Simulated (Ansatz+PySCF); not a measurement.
Results of a calculation; reference values are marked as such.
## PySCF 2.14.0 run

```python
from pyscf import gto, scf, cc

mol = gto.M(atom="""
C 0.038650 -0.928380 -0.097100
O -0.021840 -0.959140 1.142780
O -0.042260 0.148280 -0.876140
C -0.038100 1.377040 -0.160420
H 0.020570 -1.870040 -0.732340
H 0.046320 2.168370 -0.949190
H -0.888140 1.551030 0.471650
H 0.895270 1.554780 0.459110
""", basis='def2-svp', charge=0, spin=0)
mf = scf.RHF(mol)
mf.kernel()
mycc = cc.CCSD(mf, frozen=4).run()
et = mycc.ccsd_t()
print(mf.e_tot, mycc.e_corr, et, mycc.e_tot + et)
```

The script is written out from the run's settings.

The run gave:

- Converged: yes
- Reference energy: -227.59985 hartree
- CCSD correlation energy: -0.66836 hartree
- Triples correction: -0.02082 hartree
- Total energy: -228.28903 hartree
